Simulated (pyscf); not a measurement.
Thermochemistry of product channels of H₃C–Si(OH)(OH)–OH + H• on the doublet surface, in kcal/mol, from ωB97M-D3(BJ)/def2-TZVP energies (ideal gas, 1 atm, RRHO with modes under 100 cm⁻¹ raised to 100, one conformer, R ln 2 for chiral ones without a mode under 150 cm⁻¹). Structures and frequencies: ωB97X-D3(BJ)/def2-SVP in PySCF.

```
products                   ΔE  ΔH(298 K)  ΔG(298 K)  ΔG(600 K)
----------------------  -----  ---------  ---------  ---------
CH₄ + HO–Si•(OH)–OH      -9.1       -5.2       -7.4       -9.1
H₃C–Si(O•)(OH)–OH + H₂  +16.4      +15.6      +14.5      +13.5
```

These are energies of the channels, which say nothing of barriers.
